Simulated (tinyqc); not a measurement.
Worked calculation (part 3 of 3): UHF in the sto-6g basis, for LiH, spin multiplicity 3. Computed by tinyqc, a small Python program that keeps every step (integrals from PySCF). Command: `OMP_NUM_THREADS=1 python tinyqc.py 23756 23757 out.jsonl` (the two numbers bound the seeds that draw the settings). One thread of a shared host (Intel(R) Xeon(R) Processor @ 2.60GHz), about 0.1 s of CPU time with the checks.

Geometry (angstrom):
```
atom         x         y         z
Li    0.000000  0.000000  0.000000
H     0.000000  0.000000  2.629000
```

## Iteration 12 (converged): orbitals

converged F(alpha) (hartree), order 1Li 1s, 1Li 2s, 1Li 2px, 1Li 2py, 1Li 2pz, 2H 1s:
$$\begin{pmatrix}
-2.397219 & -0.609139 & 0.000000 & 0.000001 & -0.005849 & -0.019545 \\
-0.609139 & -0.326343 & 0.000003 & -0.000004 & 0.016651 & -0.135195 \\
0.000000 & 0.000003 & 0.132998 & 0.000000 & -0.000001 & 0.000000 \\
0.000001 & -0.000004 & 0.000000 & 0.132998 & 0.000001 & 0.000000 \\
-0.005849 & 0.016651 & -0.000001 & 0.000001 & 0.067401 & -0.198786 \\
-0.019545 & -0.135195 & 0.000000 & 0.000000 & -0.198786 & -0.501734
\end{pmatrix}$$

converged F(beta) (hartree), order 1Li 1s, 1Li 2s, 1Li 2px, 1Li 2py, 1Li 2pz, 2H 1s:
$$\begin{pmatrix}
-2.364083 & -0.616144 & 0.000000 & 0.000001 & -0.006043 & -0.019302 \\
-0.616144 & -0.059745 & -0.000002 & 0.000003 & -0.029101 & -0.032176 \\
0.000000 & -0.000002 & 0.193490 & 0.000000 & 0.000000 & 0.000000 \\
0.000001 & 0.000003 & 0.000000 & 0.193490 & 0.000000 & 0.000000 \\
-0.006043 & -0.029101 & 0.000000 & 0.000000 & 0.190219 & -0.032640 \\
-0.019302 & -0.032176 & 0.000000 & 0.000000 & -0.032640 & 0.250100
\end{pmatrix}$$

X, order 1Li 1s, 1Li 2s, 1Li 2px, 1Li 2py, 1Li 2pz, 2H 1s:
$$\begin{pmatrix}
1.022111 & -0.124385 & 0.000000 & 0.000000 & -0.003222 & 0.013949 \\
-0.124385 & 1.035589 & 0.000000 & 0.000000 & 0.020084 & -0.098434 \\
0.000000 & 0.000000 & 1.000000 & 0.000000 & 0.000000 & 0.000000 \\
0.000000 & 0.000000 & 0.000000 & 1.000000 & 0.000000 & 0.000000 \\
-0.003222 & 0.020084 & 0.000000 & 0.000000 & 1.029100 & -0.143340 \\
0.013949 & -0.098434 & 0.000000 & 0.000000 & -0.143340 & 1.042410
\end{pmatrix}$$

Diagonalise F' = X^T F X, C = X C', fill 3 alpha and 1 beta electrons from the bottom; D(s) = C_occ C_occ^T. Each column has its largest component positive (the first on a tie).

F' = X^T F X (alpha) (hartree):
$$\begin{pmatrix}
-2.354676 & -0.308643 & -0.000001 & 0.000001 & -0.014072 & 0.016017 \\
-0.308643 & -0.206387 & 0.000003 & -0.000004 & 0.049311 & -0.081813 \\
-0.000001 & 0.000003 & 0.132998 & 0.000000 & -0.000001 & 0.000000 \\
0.000001 & -0.000004 & 0.000000 & 0.132998 & 0.000001 & 0.000000 \\
-0.014072 & 0.049311 & -0.000001 & 0.000001 & 0.121128 & -0.158370 \\
0.016017 & -0.081813 & 0.000000 & 0.000000 & -0.158370 & -0.458690
\end{pmatrix}$$

orbital energies (alpha) (hartree): MO1 -2.398168, MO2 -0.512661, MO3 -0.164051, MO4 0.132998, MO5 0.132998, MO6 0.176254

coefficients C (alpha), order 1Li 1s, 1Li 2s, 1Li 2px, 1Li 2py, 1Li 2pz, 2H 1s:
$$\begin{pmatrix}
0.994773 & -0.037781 & -0.255437 & 0.000006 & 0.000000 & -0.064328 \\
0.021351 & 0.113791 & 1.008720 & -0.000021 & 0.000000 & 0.259012 \\
0.000000 & 0.000000 & -0.000012 & -0.594917 & 0.803787 & -0.000003 \\
0.000000 & 0.000000 & 0.000016 & 0.803787 & 0.594917 & 0.000004 \\
0.002657 & 0.096604 & -0.215335 & -0.000001 & 0.000000 & 1.012077 \\
-0.002455 & 0.944265 & -0.203702 & 0.000006 & 0.000000 & -0.428851
\end{pmatrix}$$

F' = X^T F X (beta) (hartree):
$$\begin{pmatrix}
-2.314407 & -0.352672 & 0.000000 & 0.000000 & -0.006957 & 0.016527 \\
-0.352672 & 0.065620 & -0.000002 & 0.000003 & -0.013496 & -0.061855 \\
0.000000 & -0.000002 & 0.193490 & 0.000000 & 0.000000 & 0.000000 \\
0.000000 & 0.000003 & 0.000000 & 0.193490 & 0.000000 & 0.000000 \\
-0.006957 & -0.013496 & 0.000000 & 0.000000 & 0.215255 & -0.099340 \\
0.016527 & -0.061855 & 0.000000 & 0.000000 & -0.099340 & 0.291324
\end{pmatrix}$$

orbital energies (beta) (hartree): MO1 -2.365616, MO2 0.078317, MO3 0.176865, MO4 0.193490, MO5 0.193490, MO6 0.368225

coefficients C (beta), order 1Li 1s, 1Li 2s, 1Li 2px, 1Li 2py, 1Li 2pz, 2H 1s:
$$\begin{pmatrix}
0.993623 & -0.217208 & 0.146410 & 0.000000 & -0.000020 & 0.066961 \\
0.025848 & 0.823119 & -0.582161 & 0.000000 & 0.000080 & -0.284436 \\
0.000000 & 0.000012 & -0.000065 & 0.804034 & -0.594584 & 0.000002 \\
0.000000 & -0.000017 & 0.000088 & 0.594584 & 0.804034 & -0.000003 \\
0.003490 & 0.348292 & 0.720425 & 0.000000 & -0.000074 & -0.663081 \\
-0.003602 & 0.304732 & 0.321068 & 0.000000 & -0.000026 & 0.959734
\end{pmatrix}$$

D(alpha) after iteration 12, order 1Li 1s, 1Li 2s, 1Li 2px, 1Li 2py, 1Li 2pz, 2H 1s:
$$\begin{pmatrix}
1.056249 & -0.240724 & 0.000003 & -0.000004 & 0.053998 & 0.013916 \\
-0.240724 & 1.030921 & -0.000012 & 0.000016 & -0.206164 & -0.098082 \\
0.000003 & -0.000012 & 0.000000 & 0.000000 & 0.000003 & 0.000002 \\
-0.000004 & 0.000016 & 0.000000 & 0.000000 & -0.000003 & -0.000003 \\
0.053998 & -0.206164 & 0.000003 & -0.000003 & 0.055709 & 0.135077 \\
0.013916 & -0.098082 & 0.000002 & -0.000003 & 0.135077 & 0.933136
\end{pmatrix}$$

D(beta) after iteration 12, order 1Li 1s, 1Li 2s, 1Li 2px, 1Li 2py, 1Li 2pz, 2H 1s:
$$\begin{pmatrix}
0.987288 & 0.025683 & 0.000000 & 0.000000 & 0.003468 & -0.003579 \\
0.025683 & 0.000668 & 0.000000 & 0.000000 & 0.000090 & -0.000093 \\
0.000000 & 0.000000 & 0.000000 & 0.000000 & 0.000000 & 0.000000 \\
0.000000 & 0.000000 & 0.000000 & 0.000000 & 0.000000 & 0.000000 \\
0.003468 & 0.000090 & 0.000000 & 0.000000 & 0.000012 & -0.000013 \\
-0.003579 & -0.000093 & 0.000000 & 0.000000 & -0.000013 & 0.000013
\end{pmatrix}$$

Within a degenerate level the vectors are fixed only up to a rotation; this is one choice.

## Convergence

Stop when the energy changes by less than 1e-10 hartree and every element of the error matrix X^T (F D S - S D F) X (for each spin) is below 3e-06.

Course of the cycle:
```
iteration  E (hartree)     change  largest element of the error matrix
1          -4.35748561          -                             1.01e+00
2          -7.74242651  -3.38e+00                             1.46e-01
3          -7.84685237  -1.04e-01                             5.87e-02
4          -7.86301276  -1.62e-02                             1.42e-02
5          -7.86502232  -2.01e-03                             1.02e-02
6          -7.86669959  -1.68e-03                             2.22e-03
7          -7.86678105  -8.15e-05                             2.21e-04
8          -7.86678153  -4.79e-07                             9.76e-05
9          -7.86678160  -6.93e-08                             5.37e-05
10         -7.86678163  -2.97e-08                             6.71e-06
11         -7.86678163  -7.57e-10                             1.90e-06
12         -7.86678163  -5.07e-11                             1.38e-06
```

PySCF UHF in the same basis, after a stability check = -7.86678163 hartree

Converged in 12 iterations.

## Populations, bond orders and dipole

overlap S, order 1Li 1s, 1Li 2s, 1Li 2px, 1Li 2py, 1Li 2pz, 2H 1s:
$$\begin{pmatrix}
1.000000 & 0.235742 & 0.000000 & 0.000000 & 0.000000 & 0.006987 \\
0.235742 & 1.000000 & 0.000000 & 0.000000 & 0.000000 & 0.178484 \\
0.000000 & 0.000000 & 1.000000 & 0.000000 & 0.000000 & 0.000000 \\
0.000000 & 0.000000 & 0.000000 & 1.000000 & 0.000000 & 0.000000 \\
0.000000 & 0.000000 & 0.000000 & 0.000000 & 1.000000 & 0.267627 \\
0.006987 & 0.178484 & 0.000000 & 0.000000 & 0.267627 & 1.000000
\end{pmatrix}$$

Mulliken: Z minus the diagonal of D S on the atom; Loewdin: the same with S^(1/2) D S^(1/2); Mayer order: 2 sum_s sum (D(s) S)_ij (D(s) S)_ji over the two atoms.

Charges (e):
```
atom   Mulliken    Loewdin  Mulliken spin
1Li   -0.048154  -0.068713       1.048090
2H     0.048154   0.068713       0.951910
```

Mayer bond orders:
```
pair     order
2-1   0.091549
```

dipole moment about the origin, x y z (debye): [0.000105, -0.000142, 2.276897]

<S^2> of the determinant (pure state: 2) = 2.000003
